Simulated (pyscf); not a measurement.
Single points on ωB97X-D3(BJ)/def2-SVP structures (PySCF, gas phase). MP2 and CC: frozen core, UHF for open shells. ΔMP2 is the change of the MP2 total energy from the triple- to the quadruple-zeta basis.

List the bond dissociation enthalpies at 298 K of H₂C=C=C=CH₂ from CCSD(T)/def2-TZVPP + ΔMP2(QZVPP), from the weakest bond up.

C–H to [HC≡C–C=CH₂]• + H•: 96.1 kcal/mol; C–H to •HC=C=C=CH₂ + H•: 96.1 kcal/mol. Ring and multiple bonds, and those that leave no two simple radicals, are not listed. The radicals are drawn with the spin at the cut bond; how far it spreads was not checked. H₂C=C=C=CH₂ lies 7.2 kcal/mol over its isomer HC≡C–CH=CH₂, and others may lie lower still (electronic energy, ωB97M-D3(BJ)). Other isomers of •HC=C=C=CH₂, [HC≡C–C=CH₂]• were not searched in full and may lie lower. The CCSD(T) − MP2 part came from Ansatz, without density fitting, on the same reference. An open-shell T1 diagnostic exceeds 0.045. A UHF reference is spin-contaminated (<S²> up to 1.43), which harms MP2 most.
